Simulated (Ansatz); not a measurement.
**BGe⁺, triplet in cc-pVDZ: errors against full CI**

Geometry: a point of a stretch scan, not a stationary point.

```xyz
2

Ge    0.0000    0.0000    0.0000
B     0.0000    0.0000    3.5120
```

Basis cc-pVDZ; Ansatz 0.2.0. Correlated methods freeze the noble-gas cores and the filled d shells of p-block atoms, which leaves 6 electrons in 26 orbitals. R marks a restricted (for open shells ROHF) determinant, U an unrestricted one. Active spaces: pair = (4e, 4o) about the gap; valence = (6e, 8o) chosen from the atoms' valence shells. No spin–orbit coupling is included, and no scalar relativity.

Full CI is exact within this basis and frozen core; it isn't the basis-set limit. The frozen core follows each run's orbitals, which can shift R against U totals by a few meV for light atoms and by up to 0.1 eV past Ca.

For open shells CISD is restricted-active-space CI with the open shells as a complete middle space.

* UHF ⟨S²⟩: 2.034
* T1 diagnostic (RCCSD): 0.0417
* largest doubles amplitude (RCCSD): 0.128

| level | E − E(RHF) (eV) |
| --- | --- |
| RMP2 | -2.1758 |
| RCCSD | -3.2302 |
| RCCSD(T) | -3.2981 |

(1) Estimate how far full CI in cc-pVDZ lies from RCCSD(T). The table doesn't fix it; the size of (T) and the diagnostics are the guide.

(1) Full CI in cc-pVDZ lies 41 meV below RCCSD(T), which is 60 % of the (T) step (-68 meV). T1 is raised, a doubles amplitude is large, and the rest is a large part of (T).

The other levels:

```json
{"level": "CISD", "E − E(full CI) (meV)": "289", "share of correlation (%)": "91.33", "wall time": "4.3 s"}
{"level": "BCCD(T)", "E − E(full CI) (meV)": "38", "share of correlation (%)": "98.87", "wall time": "11 s"}
{"level": "RCCSDT", "E − E(full CI) (meV)": "4", "share of correlation (%)": "99.88", "wall time": "–"}
{"level": "RCCSDT(Q)", "E − E(full CI) (meV)": "1", "share of correlation (%)": "99.98", "wall time": "16 s"}
{"level": "CASSCF (valence space)", "E − E(full CI) (meV)": "1634", "share of correlation (%)": "51.06", "wall time": "–"}
{"level": "NEVPT2 (valence space)", "E − E(full CI) (meV)": "399", "share of correlation (%)": "88.05", "wall time": "6.5 s"}
{"level": "MRCISD (valence space)", "E − E(full CI) (meV)": "62", "share of correlation (%)": "98.14", "wall time": "–"}
{"level": "MRCISD+Q (valence space)", "E − E(full CI) (meV)": "-18", "share of correlation (%)": "100.53", "wall time": "7.5 s"}
```

The correlation energy at full CI, counted from RHF, is -3.339 eV. That run took 26 s on 1 thread of Arm Neoverse V1, shared host over 1,689,856 determinants.

Run but not shown, since their state, orbitals or frozen core can't be matched to the reference's or they repeat it: UHF, UMP2, UCCSD, UCCSD(T), UCCSDT, UCCSDT(Q), CASSCF (pair space), NEVPT2 (pair space).

Times hold each run's SCF and search for its determinant on a shared host, so for small cases they say little of a method's own cost; they ran on 1 thread of Arm Neoverse V1.

Not variational, and here over 5 meV under the exact energy: MRCISD+Q (valence space).

The full-CI state has the irrep B1 of C2v, in the program's axes (one component, if the state is degenerate).

Natural occupations of full CI about the gap: 1.922 1.861 0.969 0.968 0.067 0.061 0.052 0.036 0.010 0.008; effectively unpaired electrons, Σ n²(2−n)², 2.13.
